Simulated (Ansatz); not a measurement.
## Ansatz (development build ahead of 0.2.0) run

```yaml
crystal:
  periodic: [false, false, false]
  atoms:
    - { symbol: S, position_ang: [0.0, 0.0, 1.28444] }
    - { symbol: C, position_ang: [0.0, 1.33386, -0.00332] }
    - { symbol: C, position_ang: [0.0, -1.33386, -0.00332] }
    - { symbol: C, position_ang: [0.0, 0.76898, -1.37112] }
    - { symbol: C, position_ang: [0.0, -0.76898, -1.37112] }
    - { symbol: H, position_ang: [0.0, 2.46602, 0.31659] }
    - { symbol: H, position_ang: [0.0, -2.46602, 0.31659] }
    - { symbol: H, position_ang: [0.0, 1.43159, -2.34548] }
    - { symbol: H, position_ang: [0.0, -1.43159, -2.34548] }
basis:
  gaussian: { orbitals: def2-TZVP }
hamiltonian:
  xc: hf
```

The input is written out in the form of the current development build from the run's settings.

Output:

* Converged: yes
* Total energy: -551.28949 hartree
* Spin squared of the determinant: 0.000

Caution: in another basis set an unrestricted determinant lies well below.
